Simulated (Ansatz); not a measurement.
Ideal-gas functions of thiophene (`c1ccsc1`) at 400 K and 1 bar, from an Ansatz frequency run at PBE0-D4/def2-TZVP.

Molar mass 84.14 g/mol, point group C2v (symmetry number 2), electronic degeneracy 1, moments of inertia 62.203, 92.266, 154.469 u Å². Harmonic wavenumbers (cm⁻¹, unscaled): 470, 585, 623, 697, 731, 776, 870, 887, 893, 923, 1070, 1100, 1103, 1281, 1406, 1464, 1566, 3222, 3236, 3267, 3270.

Use S(trans) = R[1.5 ln M + 2.5 ln T − 1.1517]; rotational temperatures θ = 24.2544 K / I; S(rot) = R[ln(√π/σ · √(T³/θAθBθC)) + 1.5]; for each mode x = 1.438777 ν̃/T, S = R[x/(eˣ − 1) − ln(1 − e⁻ˣ)] and H = RT x/(eˣ − 1); 1 cm⁻¹ = 0.0119627 kJ/mol; R = 8.31446 J/(mol·K).

Q: By hand: the entropy, in J/(mol·K).

A: Translation 170.2. Rotation: θ = 0.3899, 0.2629, 0.157 K, giving 103.4. Vibration, mode by mode: 4.87, 3.51, 3.15, 2.56, 2.32, 2.04, 1.56, 1.49, 1.46, 1.34, 0.88, 0.80, 0.80, 0.47, 0.32, 0.27, 0.20, 0.00, 0.00, 0.00, 0.00, in all 28.0. Electronic 0.0. Sum 301.6 J/(mol·K).

Q: By hand: H − E and G − E in kJ/mol, counted from the electronic energy.

A: Zero-point energy ½ × 29440 × 0.0119627 = 176.1; thermal vibration 8.2; translation, rotation and pV give 4 RT = 13.3. H − E = 197.6 kJ/mol, and G − E = 197.6 − 400 × 301.6/1000 = 77.0 kJ/mol.

Vibration gives 9 % of the entropy.
